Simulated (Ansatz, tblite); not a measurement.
# The cluster RuPt3−: isomers from a random search

Which shape does the cluster RuPt3− prefer? Candidates from a tight-binding search are relaxed and compared.

Method: relaxed with r2SCAN-D4/def2-SVPD, doublet; program: Ansatz 0.2.0, Gaussian basis.

5 further runs of the same task are left out: 4 that didn't finish, 1 set aside as unsound or not needed.

## Step 1: Where the work starts

4 atoms, charge -1, spin multiplicity 2.

Atoms are counted from 1 here; the program's logs count them from 0.

Bond lengths: Pt1–Pt2 2.782 Å, Pt1–Pt3 2.411 Å, Pt1–Ru4 2.384 Å, Pt2–Pt3 2.411 Å, Pt2–Ru4 2.384 Å, Pt3–Ru4 2.387 Å. Angles: Pt2–Pt1–Pt3 54.8°, Pt2–Pt1–Ru4 54.3°, Pt3–Pt1–Ru4 59.7°, Pt1–Pt2–Pt3 54.8°, Pt1–Pt2–Ru4 54.3°, Pt3–Pt2–Ru4 59.7°, Pt1–Pt3–Pt2 70.5°, Pt1–Pt3–Ru4 59.6°, Pt2–Pt3–Ru4 59.6°, Pt1–Ru4–Pt2 71.4°, Pt1–Ru4–Pt3 60.7°, Pt2–Ru4–Pt3 60.7°.

Pt, Ru take a core potential in the def2 sets. No spin-orbit coupling is included. The ion is computed in the gas phase, without counter-ions or solvent.

A search from random starts with GFN1-xTB found 5 distinct shapes; 2 go on here. The structure above is candidate A, which lies 0.00 eV above the lowest at that level; B lies 0.42 eV above the lowest at that level.

## Step 2: Relaxing candidate A

in.yaml reads:

```yaml
crystal:
  periodic: [false, false, false]
  atoms:
    - {symbol: Pt, position_ang: [-1.306080, 0.908970, 0.020780]}
    - {symbol: Pt, position_ang: [1.045200, 0.057110, -1.198560]}
    - {symbol: Pt, position_ang: [-0.471270, -1.353030, 0.036450]}
    - {symbol: Ru, position_ang: [0.732160, 0.386950, 1.141330]}
basis:
  gaussian: {orbitals: def2-SVPD}
total_charge: -1
magnetization: {spin_polarized: true, initial_magnetization: 1}
hamiltonian: {xc: r2scan, dispersion: d4}
scf: {lower_state_search: "off"}
output: {orbitals: {seedname: orbitals}}
relax: {f_tol: 0.02, max_steps: 100}
```

On the command line:

```bash
ansatz run in.yaml --threads 4 --pin off --events-out ev --progress --plain --max-ram 3916MiB
```

The log of the run, shortened:

```text
Functional definition: r2SCAN
  name "r2SCAN"
  cite "Furness, Kaplan, Ning, Perdew & Sun, J. Phys. Chem. Lett. 11, 8208 (2020) doi:10.1021/acs.jpclett.0c02405"
  cite "Furness, Kaplan, Ning, Perdew & Sun, J. Phys. Chem. Lett. 11, 9248 (2020) doi:10.1021/acs.jpclett.0c03077"
  parent r2scan
[...]
1326 factors; their error is unknown
[...]
mean field -12330.07102140 eV, -453.1217524140 hartree, gradient 2.4e-6 eV, S^2 2.828846; 0 other end points of the search recorded, 0 dependent functions left out
[...]
reference -12330.07104312 eV, -453.1217532122 hartree; 36, 35 occupied and 103, 104 virtual orbitals, 1326 factors
relax step   1: F+E_penalty+E_count = -12330.12165910 eV  Δ(F+E_penalty+E_count) = +0.000e0 eV  max|allowed force component| = 5.145e0 eV/Å  Δτ_max = 0.0000 Å  (136 SCF iters, accepted)
[...]
relax step   4: F+E_penalty+E_count = -12330.90980735 eV  Δ(F+E_penalty+E_count) = -6.222e-3 eV  max|allowed force component| = 4.184e-2 eV/Å  Δτ_max = 0.0227 Å  (63 SCF iters, accepted)
[...]
relax step   5: F+E_penalty+E_count = -12330.90995031 eV  Δ(F+E_penalty+E_count) = -1.430e-4 eV  max|allowed force component| = 2.074e-3 eV/Å  Δτ_max = 0.0025 Å  (58 SCF iters, accepted)
Total energy: -12330.90997246 eV, -453.1525832971 hartree
Atom 0 at    -1.254341     1.001885    -0.096705 Å, force     0.001000    -0.001337     0.000366 eV/Å
Atom 1 at     0.983229     0.191134    -1.254957 Å, force    -0.000863    -0.000550     0.002074 eV/Å
Atom 2 at    -0.484467    -1.532718     0.135197 Å, force    -0.000150     0.001202    -0.001005 eV/Å
Atom 3 at     0.755589     0.339700     1.216465 Å, force     0.000013     0.000685    -0.001435 eV/Å
Dipole moment:     0.086324     0.151804     0.200923 e Å
Checks for a lower state left out: stability, starts, cluster_reference, orbital_swaps, neighbouring_geometries, increment
```

It took 1.7 min on 4 threads of Arm Neoverse N1, shared host.

Relaxation path:

```tsv
step	energy from step 1 (eV)	largest force component (eV/Å)
1	0.0000	5.1453
2	-0.7158	0.7174
3	-0.7819	0.2342
4	-0.7881	0.0418
5	-0.7883	0.0021
```

Distances of close pairs at the start and the end, largest changes first:

```tsv
bond	before (Å)	after (Å)	change (Å)
Pt1–Pt3	2.411	2.659	+0.248
Pt2–Pt3	2.411	2.657	+0.246
Pt1–Pt2	2.782	2.647	-0.135
Pt1–Ru4	2.384	2.491	+0.107
Pt3–Ru4	2.387	2.493	+0.106
Pt2–Ru4	2.384	2.486	+0.103
```

## Step 3: Relaxing candidate B

in.yaml reads:

```yaml
crystal:
  periodic: [false, false, false]
  atoms:
    - {symbol: Pt, position_ang: [1.890900, -0.923190, -0.064110]}
    - {symbol: Pt, position_ang: [-1.956720, 0.768840, 0.108160]}
    - {symbol: Pt, position_ang: [0.512490, 1.168150, -0.024420]}
    - {symbol: Ru, position_ang: [-0.446670, -1.013800, -0.019620]}
basis:
  gaussian: {orbitals: def2-SVPD}
total_charge: -1
magnetization: {spin_polarized: true, initial_magnetization: 1}
hamiltonian: {xc: r2scan, dispersion: d4}
scf: {lower_state_search: "off"}
output: {orbitals: {seedname: orbitals}}
relax: {f_tol: 0.02, max_steps: 100}
```

Launched as before.

The log of the run, shortened:

```text
Functional definition: r2SCAN
  name "r2SCAN"
  cite "Furness, Kaplan, Ning, Perdew & Sun, J. Phys. Chem. Lett. 11, 8208 (2020) doi:10.1021/acs.jpclett.0c02405"
  cite "Furness, Kaplan, Ning, Perdew & Sun, J. Phys. Chem. Lett. 11, 9248 (2020) doi:10.1021/acs.jpclett.0c03077"
  parent r2scan
[...]
1326 factors; their error is unknown
[...]
mean field -12331.15131377 eV, -453.1614524265 hartree, gradient 7.9e-6 eV, S^2 2.170121; 0 other end points of the search recorded, 0 dependent functions left out
[...]
reference -12331.15133520 eV, -453.1614532139 hartree; 36, 35 occupied and 103, 104 virtual orbitals, 1326 factors
relax step   1: F+E_penalty+E_count = -12331.20119094 eV  Δ(F+E_penalty+E_count) = +0.000e0 eV  max|allowed force component| = 2.261e0 eV/Å  Δτ_max = 0.0000 Å  (158 SCF iters, accepted)
[...]
relax step   7: F+E_penalty+E_count = -12331.49413628 eV  Δ(F+E_penalty+E_count) = -2.600e-4 eV  max|allowed force component| = 6.293e-2 eV/Å  Δτ_max = 0.0114 Å  (146 SCF iters, accepted)
[...]
relax step   8: F+E_penalty+E_count = -12331.49458636 eV  Δ(F+E_penalty+E_count) = -4.501e-4 eV  max|allowed force component| = 6.697e-3 eV/Å  Δτ_max = 0.0154 Å  (88 SCF iters, accepted)
Total energy: -12331.49460809 eV, -453.1740682599 hartree
Atom 0 at     1.981359    -1.003287    -0.147889 Å, force     0.000657    -0.003275    -0.001636 eV/Å
Atom 1 at    -2.080760     0.780443     0.033748 Å, force     0.005928     0.000887    -0.001485 eV/Å
Atom 2 at     0.534613     1.210421     0.038063 Å, force    -0.006697     0.005285     0.001408 eV/Å
Atom 3 at    -0.435212    -0.987576     0.076088 Å, force     0.000112    -0.002897     0.001712 eV/Å
Dipole moment:     0.009600    -0.066345    -0.009477 e Å
Checks for a lower state left out: stability, starts, cluster_reference, orbital_swaps, neighbouring_geometries, increment
```

Run time: 8.1 min. Hardware: 4 threads of Arm Neoverse N1, shared host.

Step by step:

```tsv
step	energy from step 1 (eV)	largest force component (eV/Å)
1	0.0000	2.2613
2	-0.2311	0.7973
3	-0.2885	0.1664
4	-0.2911	0.0171
5	-0.2915	0.0152
6	-0.2927	0.0874
7	-0.2929	0.0629
8	-0.2934	0.0067
```

The force was under the threshold of 0.02 eV/Å already at step 4, but the program went on to step 8.

Close pairs (by a distance rule), those that changed most:

```tsv
bond	before (Å)	after (Å)	change (Å)
Pt1–Pt3	2.505	2.651	+0.146
Pt2–Pt3	2.505	2.650	+0.146
Pt1–Ru4	2.340	2.427	+0.087
Pt2–Ru4	2.340	2.416	+0.076
Pt3–Ru4	2.383	2.403	+0.019
```

## Step 4: The relaxed candidates

```tsv
candidate	point group	bonds (count, mean Å)	energy above the lowest (kcal/mol)
A	C3v	Pt–Pt 3, 2.65; Pt–Ru 3, 2.49	13.5
B	Cs	Pt–Ru 3, 2.42; Pt–Pt 2, 2.65	0.0
```

## Step 5: Candidate A, GFN1-xTB

Tight binding, by tblite at 300 K electronic temperature and without a spin-polarisation term:

```python
tblite.interface.Calculator('GFN1-xTB', numbers, positions, charge=-1, uhf=1).singlepoint()
```

Energy -463.9573 eV; 0.01 s.

## Step 6: Candidate A, GFN2-xTB

Tight binding, by tblite at 300 K electronic temperature and without a spin-polarisation term:

```python
tblite.interface.Calculator('GFN2-xTB', numbers, positions, charge=-1, uhf=1).singlepoint()
```

Energy -460.7582 eV; 0.048 s.

## Step 7: Candidate A, PBE0-D4/def2-TZVPD

start.molden holds the orbitals of an earlier run on this state, given as this run's starting guess.

in.yaml reads:

```yaml
crystal:
  periodic: [false, false, false]
  atoms:
    - {symbol: Pt, position_ang: [-1.254341, 1.001885, -0.096705]}
    - {symbol: Pt, position_ang: [0.983229, 0.191134, -1.254957]}
    - {symbol: Pt, position_ang: [-0.484467, -1.532718, 0.135197]}
    - {symbol: Ru, position_ang: [0.755589, 0.339700, 1.216465]}
basis:
  gaussian: {orbitals: def2-TZVPD, initial_orbitals: start.molden}
total_charge: -1
magnetization: {spin_polarized: true, initial_magnetization: 1}
hamiltonian: {xc: pbe0, dispersion: d4}
scf: {omitted_lower_state_checks: [starts]}
output: {orbitals: {seedname: orbitals}}
```

The command is unchanged.

The log of the run, shortened:

```text
Functional definition: PBE0
  name "PBE0"
  cite "Adamo & Barone, J. Chem. Phys. 110, 6158 (1999) doi:10.1063/1.478522"
  cite "Perdew, Burke & Ernzerhof, Phys. Rev. Lett. 77, 3865 (1996) doi:10.1103/PhysRevLett.77.3865"
  parent pbe
[...]
1614 factors; their error is unknown
[...]
mean field -12324.72701087 eV, -452.9253636495 hartree, gradient 1.0e-5 eV, S^2 3.235263; 0 other end points of the search recorded, 0 dependent functions left out
reference -12324.72704830 eV, -452.9253650248 hartree; 36, 35 occupied and 133, 134 virtual orbitals, 1614 factors
Total energy: -12324.98681933 eV, -452.9349114341 hartree
Checks for a lower state left out: starts
```

Run time: 66 s. Hardware: 4 threads of Arm Neoverse N1, shared host; peak memory 1.1 GiB.

Report: HOMO -0.40 eV, LUMO 1.34 eV (over both spins); ⟨S²⟩ 3.235 (pure: 0.75). Doubts: spin contamination.

## Step 8: Candidate A, PBE-D4/def2-TZVPD

in.yaml, as its differences from that of step 7:

```diff
@@ -11,4 +11,4 @@
 magnetization: {spin_polarized: true, initial_magnetization: 1}
-hamiltonian: {xc: pbe0, dispersion: d4}
+hamiltonian: {xc: pbe, dispersion: d4}
 scf: {omitted_lower_state_checks: [starts]}
-output: {orbitals: {seedname: orbitals}}
+output: {forces: true, orbitals: {seedname: orbitals}}
```

The command is unchanged.

The log of the run, shortened:

```text
Functional definition: PBE
  name "PBE"
  cite "Perdew, Burke & Ernzerhof, Phys. Rev. Lett. 77, 3865 (1996) doi:10.1103/PhysRevLett.77.3865"
  parent pbe
[...]
1485 factors; their error is unknown
[...]
mean field -12331.54848837 eV, -453.1760483239 hartree, gradient 8.2e-6 eV, S^2 3.004371; 0 other end points of the search recorded, 0 dependent functions left out
[...]
reference -12331.54853627 eV, -453.1760500842 hartree; 36, 35 occupied and 133, 134 virtual orbitals, 1485 factors
Total energy: -12331.85538652 eV, -453.1873266227 hartree
Atom 0 at    -1.254341     1.001885    -0.096705 Å, force    -0.165544     0.079017     0.081790 eV/Å
Atom 1 at     0.983229     0.191134    -1.254957 Å, force     0.294612     0.068194    -0.381231 eV/Å
Atom 2 at    -0.484467    -1.532718     0.135197 Å, force    -0.235663    -0.347697     0.003814 eV/Å
Atom 3 at     0.755589     0.339700     1.216465 Å, force     0.106596     0.200487     0.295626 eV/Å
Dipole moment:     0.187080     0.040797     0.181849 e Å
Checks for a lower state left out: starts
```

It took 61 s on 4 threads of Arm Neoverse N1, shared host; peak memory 0.56 GiB.

Report: HOMO 0.24 eV, LUMO 0.43 eV (over both spins); ⟨S²⟩ 3.004 (pure: 0.75). Doubts: spin contamination, highest occupied level lies above zero.

## Step 9: Candidate A, r2SCAN-D4/def2-TZVPD

in.yaml, as its differences from that of step 8:

```diff
@@ -11,4 +11,4 @@
 magnetization: {spin_polarized: true, initial_magnetization: 1}
-hamiltonian: {xc: pbe, dispersion: d4}
+hamiltonian: {xc: r2scan, dispersion: d4}
 scf: {omitted_lower_state_checks: [starts]}
-output: {forces: true, orbitals: {seedname: orbitals}}
+output: {orbitals: {seedname: orbitals}}
```

Launched as before.

The log of the run, shortened:

```text
Functional definition: r2SCAN
  name "r2SCAN"
  cite "Furness, Kaplan, Ning, Perdew & Sun, J. Phys. Chem. Lett. 11, 8208 (2020) doi:10.1021/acs.jpclett.0c02405"
  cite "Furness, Kaplan, Ning, Perdew & Sun, J. Phys. Chem. Lett. 11, 9248 (2020) doi:10.1021/acs.jpclett.0c03077"
  parent r2scan
[...]
1485 factors; their error is unknown
[...]
mean field -12332.08597881 eV, -453.1958007330 hartree, gradient 9.1e-6 eV, S^2 3.431024; 0 other end points of the search recorded, 0 dependent functions left out
reference -12332.08604304 eV, -453.1958030936 hartree; 36, 35 occupied and 133, 134 virtual orbitals, 1485 factors
Total energy: -12332.13661976 eV, -453.1976617537 hartree
Checks for a lower state left out: starts
```

It took 2.4 min on 4 threads of Arm Neoverse N1, shared host; peak memory 0.7 GiB.

HOMO 0.00 eV, LUMO 0.58 eV (over both spins); ⟨S²⟩ 3.431 (pure: 0.75). Doubts: spin contamination, highest occupied level lies above zero.

## Step 10: Candidate A, CAM-B3LYP-D4/def2-TZVPD

in.yaml, as its differences from that of step 9:

```diff
@@ -11,3 +11,3 @@
 magnetization: {spin_polarized: true, initial_magnetization: 1}
-hamiltonian: {xc: r2scan, dispersion: d4}
+hamiltonian: {xc: {name: CAM-B3LYP}, dispersion: d4}
 scf: {omitted_lower_state_checks: [starts]}
```

Launched as before.

The log of the run, shortened:

```text
Functional definition: CAM-B3LYP
  name "CAM-B3LYP"
  cite "Yanai, Tew & Handy, Chem. Phys. Lett. 393, 51 (2004) doi:10.1016/j.cplett.2004.06.011"
  cite "Iikura, Tsuneda, Yanai & Hirao, J. Chem. Phys. 115, 3540 (2001) doi:10.1063/1.1383587"
  cite "Becke, Phys. Rev. A 38, 3098 (1988) doi:10.1103/PhysRevA.38.3098"
  cite "Lee, Yang & Parr, Phys. Rev. B 37, 785 (1988) doi:10.1103/PhysRevB.37.785"
  cite "Vosko, Wilk & Nusair, Can. J. Phys. 58, 1200 (1980) doi:10.1139/p80-159"
[...]
  # Exact exchange under (alpha + beta erf(omega r))/r, Becke's under what is left of 1/r.
[...]
1605 factors; their error is unknown
344 factors; integrals over basis functions are off by at most 1.5e-4 eV
[...]
mean field -12319.25517503 eV, -452.7242773913 hartree, gradient 6.2e-6 eV, S^2 3.179666; 0 other end points of the search recorded, 0 dependent functions left out
reference -12319.25527737 eV, -452.7242811523 hartree; 36, 35 occupied and 133, 134 virtual orbitals, 1605 factors
Total energy: -12319.53626795 eV, -452.7346073654 hartree
Checks for a lower state left out: starts
```

Wall time 65 s (4 threads of Arm Neoverse N1, shared host); peak memory 1.2 GiB.

Report: HOMO -1.23 eV, LUMO 2.11 eV (over both spins); ⟨S²⟩ 3.180 (pure: 0.75). Doubts: spin contamination.

## Step 11: Candidate A, MP2/def2-TZVPD

in.yaml, as its differences from that of step 10:

```diff
@@ -11,3 +11,3 @@
 magnetization: {spin_polarized: true, initial_magnetization: 1}
-hamiltonian: {xc: {name: CAM-B3LYP}, dispersion: d4}
+correlation: {method: mp2}
 scf: {omitted_lower_state_checks: [starts]}
```

Launched as before.

The log of the run:

```text
Functional definition: HF
  name "HF"
  cite "Fock, Z. Phys. 61, 126 (1930) doi:10.1007/BF01340294"
  parent pbe
  exchange = exact_x
  correlation = 0
these checks for a lower state are left out or cut short: starts
1531 factors; integrals over basis functions are off by at most 2.8e-4 eV
mean field evaluation 1: about -12223.0674 eV, gradient 1.7e1 eV
mean field evaluation 2: about -12225.5760 eV, gradient 3.3e0 eV
mean field evaluation 4: about -12225.9958 eV, gradient 1.1e0 eV
mean field evaluation 8: about -12227.5432 eV, gradient 3.5e-1 eV
mean field evaluation 16: about -12227.6061 eV, gradient 2.7e-1 eV
mean field evaluation 32: about -12227.6637 eV, gradient 1.1e-2 eV
mean field -12227.66373760 eV, -449.3583541487 hartree, gradient 3.9e-6 eV, S^2 4.753582; 0 other end points of the search recorded, 0 dependent functions left out
reference -12227.66373760 eV, -449.3583541487 hartree; 36, 35 occupied and 133, 134 virtual orbitals, 1531 factors
second order -47.68330550 eV of doubles, -0.00000000 eV of singles
Total energy: -12275.34704310 eV, -451.1106833050 hartree
Checks for a lower state left out: starts
```

It took 32 s on 4 threads of Arm Neoverse N1, shared host; peak memory 0.74 GiB.

Hartree-Fock HOMO -1.56 eV, LUMO 3.38 eV (over both spins); ⟨S²⟩ 4.754 (pure: 0.75). Doubts: spin contamination.

## Step 12: A against B

The energies of B at these levels come from its own runs, whose logs aren't repeated here.

```tsv
level	A above B (kcal/mol)	time
GFN1-xTB	-1.5	0.018 s
GFN2-xTB	+20.7	0.069 s
HF/def2-TZVPD†	-7.8	
PBE-D4/def2-TZVPD†	+20.6	98 s
r2SCAN-D4/def2-TZVPD†	+12.4	4.1 min
PBE0-D4/def2-TZVPD†	+10.3	3.6 min
CAM-B3LYP-D4/def2-TZVPD†	+10.3	2.4 min
MP2/def2-TZVPD†	+13.0	1.8 min
```

Times add the two runs; a level without a time comes out of a correlated run. † marks a level with a doubtful state (flagged, unstable, out of aufbau order, or strongly spin-contaminated); such levels are left out of the summary.

## Step 13: Outcome

| quantity | value |
| --- | --- |
| A above B | no level free of doubt |

Every level beyond tight binding has a doubtful state for A or B, so their order isn't settled. The search was small, so a lower isomer may exist. Only doublets are compared; another spin may lie lower and prefer another shape.

The anion's highest level is positive in at least one run, so there the basis alone may hold the extra electron.
